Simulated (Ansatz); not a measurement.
# PH2+ (singlet): the correlation ladder at angle H2–P1–H3 = 91.7°, cc-pVDZ

An exercise on one series of results from a longer session: the logs are not shown, and one member is left open.

Program: Ansatz 0.2.0, Gaussian basis. Level of theory: cc-pVDZ, core rule «outside noble gas», up to 5 orbitals frozen. These are calculated values, not measurements.

The runs, in order: UHF; CCSD(T) on RHF; CCSD(T) on UHF; BCCD(T) on RHF; CISD; CCSDT(Q) on RHF; CCSDT(Q) on UHF; CCSDTQ on RHF; CASSCF and MRCISD+Q, 2 electrons in 2 orbitals; CASSCF and NEVPT2, 2 electrons in 2 orbitals; CASSCF and MRCISD+Q, 6 electrons in 6 orbitals; CASSCF and NEVPT2, 6 electrons in 6 orbitals; Full CI.

9 further runs of the same task are left out: 7 that didn't finish, 2 set aside as unsound or not needed.

## The geometry

The geometry derives from a PBE0/def2-TZVP stationary point (not a proven minimum). One angle is set to the value named; bond lengths are kept.

3 atoms, charge 1, spin multiplicity 1.

Atoms are counted from 1 here; the program's logs count them from 0.

Bond lengths: P1–H2 1.429 Å, P1–H3 1.429 Å. Angles: H2–P1–H3 91.7°.

Geometry (Å):

```xyz
3

P     0.0000   -0.0608    0.0000
H     0.0000    0.9346   -1.0256
H     0.0000    0.9346    1.0256
```

The first run:

File in.yaml:

```yaml
crystal:
  periodic: [false, false, false]
  atoms:
    - {symbol: P, position_ang: [0.000000, -0.060825, 0.000000]}
    - {symbol: H, position_ang: [0.000000, 0.934570, -1.025557]}
    - {symbol: H, position_ang: [0.000000, 0.934568, 1.025558]}
basis:
  gaussian: {orbitals: cc-pVDZ}
total_charge: 1
magnetization: {spin_polarized: true, initial_magnetization: 0}
hamiltonian: {xc: hf}
output: {orbitals: {seedname: orbitals}}
```

Started as:

```
$ ansatz run in.yaml --threads 1 --pin off --events-out ev --progress --plain --max-ram 2393MiB
```

Steps of the session up to this table: UHF; CCSD(T) on RHF; CCSD(T) on UHF; BCCD(T) on RHF; CISD; CCSDT(Q) on RHF; CCSDT(Q) on UHF; CCSDTQ on RHF; CASSCF and MRCISD+Q, 2 electrons in 2 orbitals; CASSCF and NEVPT2, 2 electrons in 2 orbitals; CASSCF and MRCISD+Q, 6 electrons in 6 orbitals; CASSCF and NEVPT2, 6 electrons in 6 orbitals; Full CI.

One of the session's tables, all rows but one given; the rest of the session is left out.

```
          method  from FCI (meV)
             RHF         +3526.7
             UHF         +3418.5
            RMP2          +888.5
            CISD          +226.7
           RCCSD           +87.2
        RCCSD(T)           +20.2
         BCCD(T)           +20.2
          RCCSDT            +3.9
       RCCSDT(Q)            +0.8
         RCCSDTQ            +0.1
     CASSCF pair         +2932.1
     NEVPT2 pair          +789.7
  CASSCF valence               ?
  NEVPT2 valence          +585.5
  MRCISD valence           +78.3
MRCISD+Q valence            +5.4
             FCI               0
```

Estimate the missing values for CASSCF valence.

**Answer.** from FCI (meV): +2010.7. In the column «from FCI (meV)» it lies between RMP2 (+888.5) and CASSCF pair (+2932.1).

Not comparable, so not listed: CCSD(T) on UHF; CASSCF and MRCISD+Q, 2 electrons in 2 orbitals (they don't share determinant, frozen orbitals or solution with the rows shown, or repeat one).

Limits of these values: Warnings in the runs' records: passed over end.
